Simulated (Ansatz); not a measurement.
Reaction (formal loss of a carbene): `C/N=C/Cl` → `[CH2]` (triplet) + `N=CCl`

Program: Ansatz. Geometries: PBE0-D4/def2-TZVP. ΔE: electronic, gas phase. CCSD(T)/CBS is the MP2 limit (def2-TZVPP, def2-QZVPP) plus CCSD(T) − MP2 in def2-TZVPP, frozen cores. This one scheme is used for every species. Functionals use def2-TZVPP. HSE06 is defined as in plane-wave codes. Triplets are unrestricted, without spin–orbit coupling. Each species was taken in one conformer, which may not be the lowest.

Q: Is it downhill or uphill in electronic energy at CCSD(T)/CBS, and by how much? (Best estimate.)

A: Computed: Uphill: ΔE = +417.2 kJ/mol.

Q: What do these levels give: PBE-D4, revPBE-D4, r2SCAN0-D4, HSE06-D4, ωB97X-V, revPBE, r2SCANh, BHLYP, CCSD/def2-SVP, CCSD(T)/def2-TZVPP, SCS-MP2/def2-QZVPP, CCSD/CBS(def2)? (An estimate is asked.)

A: The calculation gave: PBE-D4 427.1, revPBE-D4 413.5, r2SCAN0-D4 392.4, HSE06-D4 417.8, ωB97X-V 429.9, revPBE 396.4, r2SCANh 393.4, BHLYP 395.9, CCSD/def2-SVP 395.0, CCSD(T)/def2-TZVPP 406.8, SCS-MP2/def2-QZVPP 428.8, CCSD/CBS(def2) 405.9 kJ/mol.

Largest T1 diagnostic among the species: 0.012.

From r2SCAN to r2SCAN0 (25 % exact exchange), in def2-TZVPP and without D4, ΔE moves by −4.7 kJ/mol. In def2-TZVPP, CCSD(T) changes the Hartree–Fock value by +132.5 kJ/mol (the triples alone add +11.3 kJ/mol) and MP2 by +145.5 kJ/mol. At CCSD(T), def2-SVP lies −13.5 kJ/mol from the extrapolated value and def2-TZVPP −10.4 kJ/mol.
